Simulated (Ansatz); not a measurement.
in.yaml

```yaml
crystal:
  periodic: [false, false, false]
  atoms:
    - {symbol: Ga, position_ang: [0.000003, -0.103875, 2.969894]}
    - {symbol: Al, position_ang: [0.000007, 0.050288, 0.381450]}
    - {symbol: N, position_ang: [0.000003, -0.311424, -1.296778]}
    - {symbol: H, position_ang: [-0.000013, 0.365010, -2.054566]}
basis:
  gaussian: {orbitals: def2-SVPD}
magnetization: {spin_polarized: false, initial_magnetization: 2}
correlation: {active_space: {ras: {orbitals: [5, 2, 63], electrons: 12, max_holes: 2, max_particles: 2}, fixed_orbitals: true}}
```

```sh
$ ansatz run in.yaml --threads 1 --pin off --events-out ev --progress --plain --max-ram 2393MiB
```

The program prints:

```
846 factors; integrals over basis functions are off by at most 1.3e-3 eV
mean field evaluation 1: about -60394.8254 eV, gradient 4.5e1 eV
mean field evaluation 2: about -60394.8441 eV, gradient 4.5e1 eV
mean field evaluation 4: about -60399.9748 eV, gradient 2.0e1 eV
mean field evaluation 8: about -60401.9470 eV, gradient 6.3e-1 eV
mean field evaluation 16: about -60401.9863 eV, gradient 3.6e-4 eV
mean field evaluation 32: about -60401.5882 eV, gradient 4.2e0 eV
mean field evaluation 64: about -60400.2983 eV, gradient 6.0e0 eV
mean field evaluation 96: about -60402.5296 eV, gradient 9.8e-3 eV
mean field evaluation 128: about -60402.3292 eV, gradient 2.2e-5 eV
mean field evaluation 160: about -60401.1775 eV, gradient 2.0e1 eV
mean field evaluation 192: about -60399.6028 eV, gradient 2.1e0 eV
mean field evaluation 224: about -60402.5275 eV, gradient 7.2e-5 eV
mean field evaluation 256: about -60402.5298 eV, gradient 9.0e-3 eV
mean field evaluation 288: about -60401.1747 eV, gradient 4.6e0 eV
mean field evaluation 320: about -60402.5298 eV, gradient 2.0e-2 eV
mean field evaluation 352: about -60401.9652 eV, gradient 2.0e-1 eV
mean field evaluation 384: about -60401.9863 eV, gradient 8.5e-6 eV
mean field -60402.52991746 eV, -2219.7520321614 hartree, gradient 2.1e-6 eV, S^2 2.000000; 22 other end points of the search recorded, 0 dependent functions left out
reference -60402.52991746 eV, -2219.7520321614 hartree; 27, 25 occupied and 63, 65 virtual orbitals, 846 factors
state -60409.21123052 eV, -2219.9975658876 hartree
Total energy: -60409.21123052 eV, -2219.9975658876 hartree
```

Natural occupations: 1.9791 1.9685 1.9636 1.9564 1.9346 0.9925 0.9862 0.0324 0.0236 0.0222 0.0196 0.0190 0.0139 0.0111 0.0082 0.0077 0.0067 0.0062 0.0052 0.0049 0.0046 0.0043 0.0037 0.0034.

Ran on 1 thread of Arm Neoverse V1, shared host: 65 s wall, 0.4 GiB peak host memory.
